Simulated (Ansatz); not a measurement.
Program: Ansatz 0.2.0.

A structure relaxed at PBE0-D4/def2-TZVP, charge 0, multiplicity 2:

Cartesian coordinates in Å:
```
N -0.974 -0.425 -0.036
Si 0.723 -0.326 -0.318
O 1.425 0.574 0.873
H -1.331 -0.892 0.782
H -1.588 -0.563 -0.824
H 0.837 0.313 -1.670
H 0.909 1.319 1.194
```

(1) Give its formula and SMILES.

(2) Summarise the bond lengths by kind.

Results:

(1) H4NOSi, `N[SiH]O`.

(2) 1 × N–Si 1.723 Å; 2 × H–N 1.008 to 1.009 Å; 1 × O–Si 1.649 Å; 1 × H–Si 1.500 Å; 1 × H–O 0.961 Å.
